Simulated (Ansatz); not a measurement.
**Worked example: C3H7O → CH3O + C2H4**

Species: C3H7O `[CH2]COC`, doublet; CH3O `C[O]`, doublet; C2H4 (ethylene) `C=C`, singlet. 

Shapes, held fixed at every level: PBE0-D4/def2-TZVP. Flexible molecules stand in one conformer, not always the lowest. Programs: Ansatz 0.2.0. The zero-point and thermal change to 298 K, harmonic and unscaled (PBE0-D4/def2-TZVP), is -11.2 kJ/mol.

At CCSD(T)/CBS estimate; 1 Eh = 2625.50 kJ/mol:

```
species  energy (Eh)
  C3H7O  -193.451681
   CH3O  -114.935170
   C2H4   -78.481111
```

Question: Work out ΔH(298 K) of the reaction at this level.

Answer: 
1. Products less reactants: (-114.935170) + (-78.481111) − [(-193.451681)] = 0.035400 Eh = +92.9 kJ/mol.
2. With the thermal change: +92.9 + (-11.2) = +81.7 kJ/mol.

Other levels give +29.0 (HF/def2-TZVPP) to +104.3 kJ/mol (MP2/def2-TZVPP). No measured value is set beside it here. Open shells run unrestricted. The CBS estimate extrapolates MP2 from def2-TZVPP and def2-QZVPP and adds CCSD(T) − MP2 in the triple-zeta set, cores frozen.
